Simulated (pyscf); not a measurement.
## Four-centre exchange: HO–AsH₂ (SMILES O[AsH2]) + H₂ (SMILES [H][H]) -> HO–AsH₂ (SMILES O[AsH2]) + H₂ (SMILES [H][H])

Gas phase, singlet surface, charge 0. Bonds broken: O2–H5, H6–H7. Bonds formed: O2–H6, H5–H7. Structures and frequencies: ωB97X-D3(BJ)/def2-SVP in PySCF.

Transition state (Å):

```xyz
7

As     0.2760     1.0116    -0.5638
O      0.2760    -0.8054    -0.2013
H      0.5451     1.4131     0.8780
H     -1.2329     1.1820    -0.3897
H     -0.6104    -1.3760    -0.6585
H     -0.5725    -1.1652     0.4862
H     -1.5429    -1.7404     0.0348
```

One imaginary mode, 2506i cm⁻¹; descent along it reached the two sides named.

| bond | change | reactant side (Å) | saddle | product side |
|---|---|---|---|---|
| O2–H5 | breaks | 0.965 | 1.149 | 2.437 |
| H6–H7 | breaks | 0.762 | 1.215 | 3.3 |
| O2–H6 | forms | 2.395 | 1.150 | 0.965 |
| H5–H7 | forms | 3.5 | 1.218 | 0.762 |

Electronic energies relative to the separated reactants (kJ/mol):

```tsv
level	barrier	reaction energy	reverse barrier
ωB97X-D3(BJ)/def2-TZVP	281.7	0.0	281.7
PBE/def2-TZVP	239.9	0.0	239.9
r²SCAN/def2-TZVP	260.1	0.0	260.1
B3LYP-D3(BJ)/def2-TZVP	269.1	0.0	269.1
PBE0-D3(BJ)/def2-TZVP	262.1	0.0	262.1
M06-2X/def2-TZVP	285.2	0.0	285.2
ωB97M-D3(BJ)/def2-TZVP	272.4	0.0	272.4
HF/def2-TZVP	362.8	0.0	362.8
```

With ωB97M-D3(BJ)/def2-TZVP energies and thermal terms (ideal gas, 1 atm, RRHO with modes under 100 cm⁻¹ raised to 100, one conformer, R ln 2 for chiral ones without a mode under 150 cm⁻¹), in kJ/mol:

| T (K) | ΔH‡ | ΔG‡ | ΔH | ΔG |
|---|---|---|---|---|
| 298 | 263.6 | 294.7 | 0.0 | 0.0 |
| 600 | 260.9 | 327.6 | 0.0 | 0.0 |
| 900 | 260.9 | 361.0 | 0.0 | 0.0 |
| 1200 | 262.6 | 394.1 | 0.0 | 0.0 |

The same reactants have a lower exit, to AsH₃ + H₂O (barrier +204.4 kJ/mol at ωB97M-D3(BJ)/def2-TZVP, against +272.4 kJ/mol here). This is the saddle that the search found; another between the same sides may lie lower. Elements up to Kr have no core potential and no relativistic terms here.
